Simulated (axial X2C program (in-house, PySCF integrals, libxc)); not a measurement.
BS⁻: from Re and ωe to a spectrum

A bond curve at the CCSD(T) level, 2c, was computed with an in-house relativistic program for diatomic molecules (basis S dyall-av3z [9s8p3d2f], B dyall-av3z [8s7p3d2f] (cores contracted in-house)) for the state Ω = 0 (closed shell). Its fit gives Re = 1.6969 Å, ωe = 987.7 cm⁻¹, ωexe = 5.4 cm⁻¹ and αe = 5.770e-03 cm⁻¹; the masses are 31.9721 and 11.0093 u. Two-component means X2C with spin–orbit coupling and atomic mean-field Coulomb and Gaunt terms.

Correlated methods: 10 electrons correlated (number of frozen shells: S 2 s, 1 p; B 1 s), 206 virtual spin orbitals or spinors in MP2, 90 natural virtuals in coupled cluster.

Question: Find the reduced mass, Be and the force constant.

Answer: From the CCSD(T) values: μ = 8.1894 u. Be = 16.8576/(μ Re²) = 0.7149 cm⁻¹. k = 5.8918×10⁻⁷ μ ωe² = 4.71 mdyn/Å.

Question: Give B0, the J = 1←0 line in GHz and the most populated J at 300 K (kT = 208.5 cm⁻¹).

Answer: B0 = Be − αe/2 = 0.712 cm⁻¹; 2B0 = 42.69 GHz; J(max) ≈ √(kT/2B0) − 1/2 = 11.6, so J = 12.

Question: A Morse curve ties αe to the other constants (Pekeris). How well does that hold?

Answer: αe(Morse) = 6Be²/ωe × (√(ωexe/Be) − 1) = 5.428e-03 cm⁻¹; the CCSD(T) curve gives 5.770e-03 cm⁻¹, a ratio of 0.94.

Question: Estimate De from a Morse curve and compare with the computed well depth of 5.902 eV to S- + B.

Answer: De(Morse) = ωe²/(4ωexe) = 5.600 eV against 5.902 eV computed, a ratio of 0.95. For De the Morse form works well here.

Question: Where do the fundamental and the first overtone lie?

Answer: ν(1←0) = ωe − 2ωexe = 976.9 cm⁻¹; ν(2←0) = 2ωe − 6ωexe = 1943.0 cm⁻¹.

The state is one determinant whose occupation by symmetry is held fixed; it was picked as the lowest of a PBE0 search that is not exhaustive. De is counted from the lowest determinant-based energies of the atoms at the same level, without counterpoise correction. CCSD and (T) use frozen natural virtuals with an MP2 correction for the truncation; (T) itself is uncorrected, so its De runs slightly low.
